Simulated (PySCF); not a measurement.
Compound: 2,2,2-trifluoroethanol, C2H3F3O.
SMILES with atom numbers: `[OH:1][CH2:2][C:3]([F:4])([F:5])[F:6]` (hydrogens: H7 on O1; H8, H9 on C2)

The same species was optimised twice, with GFN2-xTB and with PBE0-D3(BJ)/def2-SVP (PySCF), and the same property calculations (PySCF, gas phase) were run on both structures.

```csv
coordinate,GFN2-xTB,PBE0-D3(BJ)/def2-SVP,change
C2–C3 (Å),1.532,1.514,-0.018
C3–F5 (Å),1.340,1.334,-0.006
C3–F6 (Å),1.334,1.329,-0.005
O1–C2 (Å),1.391,1.387,-0.004
C3–F4 (Å),1.346,1.344,-0.002
F4–C3–F5 (°),106.9,107.9,+1.0
C2–C3–F4 (°),110.8,110.0,-0.8
F5–C3–F6 (°),107.3,108.1,+0.8
C2–C3–F6 (°),113.2,112.5,-0.7
C2–C3–F5 (°),111.5,110.9,-0.6
F4–C3–F6 (°),106.8,107.3,+0.5
O1–C2–C3 (°),111.9,111.9,0.0
O1–C2–C3–F4 (°),57,56,-1
```

Rotational constants: A = 5357, B = 2814, C = 2780 MHz (GFN2-xTB) against A = 5361, B = 2863, C = 2832 MHz (PBE0-D3(BJ)/def2-SVP).

On the GFN2-xTB structure: HOMO (eV) -8.77 [PBE0/pcSseg-1]; LUMO (eV) 1.17 [PBE0/pcSseg-1]; dipole (D) 1.65 [PBE0/pcSseg-1]; GIAO shielding of O1 (ppm) 322.4 [PBE0/pcSseg-1]; GIAO shielding of C2 (ppm) 119.1 [PBE0/pcSseg-1]; GIAO shielding of C3 (ppm) 53.1 [PBE0/pcSseg-1]; GIAO shielding of F4/F5/F6 (mean) (ppm) 266.8 [PBE0/pcSseg-1].

Problem. What do these properties become on the PBE0-D3(BJ)/def2-SVP structure?

Solution. 
```
                                    property          level  on GFN2-xTB  on PBE0-D3(BJ)/def2-SVP  change
                                   HOMO (eV)  PBE0/pcSseg-1        -8.77                    -8.77    0.00
                                   LUMO (eV)  PBE0/pcSseg-1         1.17                     1.22   +0.05
                                  dipole (D)  PBE0/pcSseg-1         1.65                     1.63   -0.02
energy, GFN2-xTB geometry as zero (kcal/mol)  PBE0/pcSseg-1          0.0                     -0.2    -0.2
                  GIAO shielding of O1 (ppm)  PBE0/pcSseg-1        322.4                    322.9    +0.5
                  GIAO shielding of C2 (ppm)  PBE0/pcSseg-1        119.1                    119.7    +0.6
                  GIAO shielding of C3 (ppm)  PBE0/pcSseg-1         53.1                     54.7    +1.6
     GIAO shielding of F4/F5/F6 (mean) (ppm)  PBE0/pcSseg-1        266.8                    270.9    +4.1
```

The heavy atoms differ by 0.017 Å rms after alignment. Among bonds between heavy atoms C2–C3 changes most (-0.018 Å). Changes are differences of the printed values. Neither structure is proved a minimum here.

Conformer computed: `[OH:1][CH2:2][C:3]([F:4])([F:5])[F:6]`: O1–C2–C3–F4 56°, H–O1–C2–C3 -61°.
